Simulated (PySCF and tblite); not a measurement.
# Conformers and averaged properties: C₅H₉N, numbered as in [CH3:1][CH2:2][CH2:3][CH2:4][C:5]#[N:6]

Search: ETKDG and KDG, MMFF94s, GFN2-xTB, 90 starts; geometries at PBE0-D3(BJ)/def2-SVP. Free energies are PBE0-D3(BJ)/def2-TZVP (IEF-PCM, chloroform) single points with GFN2-xTB rigid-rotor and vibrational terms (modes under about 100 cm⁻¹ blended into free rotors). Symmetry numbers and mirror images are counted. Conformers within 3 kcal/mol (GFN2-xTB free energy) were kept, 8 at most. GIAO shieldings: PBE0/pcSseg-1 (IEF-PCM, chloroform). Couplings: B3LYP/pcSseg-1 with pcJ-1 on H (gas phase; spin-dipole term only for pairs with B, N, F, Si or P). Couplings are for ¹H; a prime marks the second kind of pair between the same two sets of atoms. Shifts are against TMS (¹H), TMS (¹³C), NH3 (¹⁵N) at the same level. Codes: tblite and PySCF.

Torsions listed: C1–C2–C3–C4, C2–C3–C4–C5. Of a mirror pair one member is shown.

```csv
conformer,shape,symmetry,E(GFN2) kcal/mol,E(DFT) kcal/mol,G(298.15 K) kcal/mol,weight %,dipole D
1,"180°, -63°",C1 (pair),0.00,0.00,0.00,41.5,4.97
2,"180°, 180°",Cs,0.08,0.06,0.34,23.3,5.20
3,"-62°, -59°",C1 (pair),0.48,0.36,0.50,17.8,4.97
4,"64°, 178°",C1 (pair),0.52,0.57,0.59,15.3,5.25
5,"-66°, 75°",C1 (pair),0.92,1.54,1.75,2.2,5.06
```

Weights (%) against temperature:

```
 T (K)     1     2     3     4    5  S(mix) cal/mol/K
   250  44.2  24.4  16.6  13.4  1.4              3.69
273.15  42.8  23.8  17.2  14.4  1.7              3.75
298.15  41.5  23.3  17.8  15.3  2.2              3.80
323.15  40.4  22.8  18.3  16.0  2.6              3.85
373.15  38.4  21.9  19.0  17.2  3.4              3.93
```

Averaged shifts at 298.15 K. ¹H: 2.31 (H4, 2H), 1.46 (H3, 2H), 1.35 (H2, 2H), 1.00 (H1, 3H) ppm. ¹³C: 130.1 (C5), 30.5 (C3), 25.2 (C2), 18.1 (C4), 15.2 (C1) ppm. ¹⁵N: 289.2 (N6) ppm.

Averaged couplings (Hz): ²J(H1,H1) -14.4, ³J(H1,H2) 8.2, ²J(H2,H2) -15.2, ³J(H2,H3) 6.1, ³J(H2,H3′) 10.8, ²J(H3,H3) -15.1, ³J(H3,H4) 7.8, ³J(H3,H4′) 8.5, ²J(H4,H4) -19.1.

Coordinates of conformer 1 (Å):

```xyz
15

C     2.118    0.268    0.067
C     0.697   -0.048   -0.367
C    -0.264   -0.187    0.805
C    -1.704   -0.496    0.388
C    -2.311    0.570   -0.402
N    -2.770    1.431   -1.023
H     2.523   -0.518    0.725
H     2.792    0.357   -0.798
H     2.164    1.218    0.623
H     0.329    0.743   -1.044
H     0.684   -0.981   -0.957
H    -0.254    0.735    1.409
H     0.074   -0.998    1.473
H    -1.743   -1.424   -0.207
H    -2.339   -0.664    1.273
```

Coordinates of conformer 2 (Å):

```xyz
15

C    -2.195    0.166   -0.130
C    -0.925   -0.135    0.650
C     0.341    0.104   -0.159
C     1.608   -0.202    0.642
C     2.833    0.025   -0.112
N     3.796    0.211   -0.727
H    -3.093   -0.017    0.477
H    -2.222    1.217   -0.459
H    -2.268   -0.463   -1.032
H    -0.894    0.483    1.564
H    -0.941   -1.183    0.998
H     0.375    1.151   -0.504
H     0.330   -0.518   -1.070
H     1.647    0.420    1.553
H     1.604   -1.250    0.983
```

Unscaled ¹⁵N shifts at such levels can be off by tens of ppm; differences between conformers or isomers are more reliable. Shifts are unscaled: against experiment ¹³C can be off by 15 ppm or more and ¹H by 0.8 ppm.

Search and properties took 3.2 min on 1 thread of AMD EPYC 7B13, shared host (rough), launched as `OMP_NUM_THREADS=1 python ens_run.py task.json out`.


¹⁵N shifts are against a computed isolated NH3 molecule, about 20 ppm from the liquid.